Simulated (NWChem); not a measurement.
System: CH3O cation; SMILES C=[OH+]

Results from NWChem. Pople sets run with spherical d functions. Coordinates come from a PBE-D3(BJ)/def2-SVP optimisation. Core excitations by TDA in a window of 1s orbitals, non-relativistic and unshifted: absolute energies depend strongly on the exact-exchange share.

```tsv
level	first 1s excitation (eV)	dipole oscillator strength of the first	first state with f > 0.002 (eV)	dipole oscillator strength of that state	relative time
O K edge, B3LYP/cc-pVTZ	518.6	0.0284	518.6	0.0284	4
O K edge, PBE0/cc-pVTZ	520.3	0.0294	520.3	0.0294	4
C K edge, PBE/def2-TZVP	269.6	0.0602	269.6	0.0602	1
C K edge, B3LYP/6-311G**	275.1	0.0745	275.1	0.0745	1
```

Times are rough ratios from one shared machine.
